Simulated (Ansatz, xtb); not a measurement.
**Relative energy of two isomers of C3H4F+**

Structure I: `C=C([CH2+])F`, a singlet. Structure II: `[CH2+]/C=C\F`, a singlet. Both are isolated ions in the gas phase, relaxed with B3LYP-D3(BJ)/6-311G**; the shapes shown needn't be the lowest conformers.

I (Å):

```xyz
8

C     1.0720   -0.3280    0.9283
C     1.8611    0.5209    0.1786
C     2.3405    0.1341   -1.0567
F     2.1609    1.7159    0.6484
H     0.8172   -1.3135    0.5549
H     0.6957   -0.0219    1.9011
H     2.9621    0.8037   -1.6455
H     2.1021   -0.8454   -1.4559
```

II (Å):

```
atom    x (Å)    y (Å)    z (Å)
   C   0.7340   0.6395   0.3290
   C   1.6748  -0.3884   0.2960
   C   2.8068  -0.2823  -0.4638
   F   0.8893   1.7167  -0.3436
   H  -0.1850   0.6116   0.9133
   H   1.4653  -1.2662   0.8958
   H   3.5365  -1.0853  -0.4877
   H   3.0130   0.5992  -1.0636
```

Quicker runs give these differences E(II) − E(I): GFN2-xTB −12.4 kcal/mol; HF/STO-3G −21.1 kcal/mol (at GFN2-xTB geometries); r2SCAN-D4/def2-SVP −14.1 kcal/mol (at GFN2-xTB geometries).

**Question.** Estimate E(II) − E(I) at the level CCSD(T)/def2-TZVP.

**Answer.** Calculated at CCSD(T)/def2-TZVP: E(II) − E(I) = −11.4 kcal/mol, so structure II lies lower.

The same difference at several levels:

```
                level               geometry  E(II) − E(I) (kcal/mol)  departure from the last row (kcal/mol)  job, with rough time for the two
             GFN2-xTB               GFN2-xTB                     −12.4                                    −1.0                 optimisation, 1 s
            HF/STO-3G               GFN2-xTB                     −21.1                                    −9.7               single point, 1.2 s
   r2SCAN-D4/def2-SVP               GFN2-xTB                     −14.1                                    −2.7               single point, 6.1 s
B3LYP-D3(BJ)/6-311G**  B3LYP-D3(BJ)/6-311G**                     −12.5                                    −1.1                optimisation, 26 s
         HF/def2-TZVP  B3LYP-D3(BJ)/6-311G**                     −12.0                                    −0.6           part of the CCSD(T) run
        MP2/def2-TZVP  B3LYP-D3(BJ)/6-311G**                     −12.9                                    −1.5           part of the CCSD(T) run
    CCSD(T)/def2-TZVP  B3LYP-D3(BJ)/6-311G**                     −11.4                                                     single point, 2.2 min
```

As drawn, both hold the same kinds of bond in the same numbers.

None of the levels shown reverses the order. The largest departure from CCSD(T)/def2-TZVP is that of HF/STO-3G, 9.7 kcal/mol.

With harmonic frequencies from B3LYP-D3(BJ)/6-311G** (ideal gas, rigid rotor, one conformer each, 298.15 K, 1 atm): the zero-point term adds +1.0 kcal/mol; ΔH is −10.5 and ΔG −10.8 kcal/mol.

The correlated steps freeze 4 core orbitals. Programs: Ansatz 0.2.0, xtb 6.7.1; the last row on 2 threads of AMD EPYC (Zen 3) on a shared host.
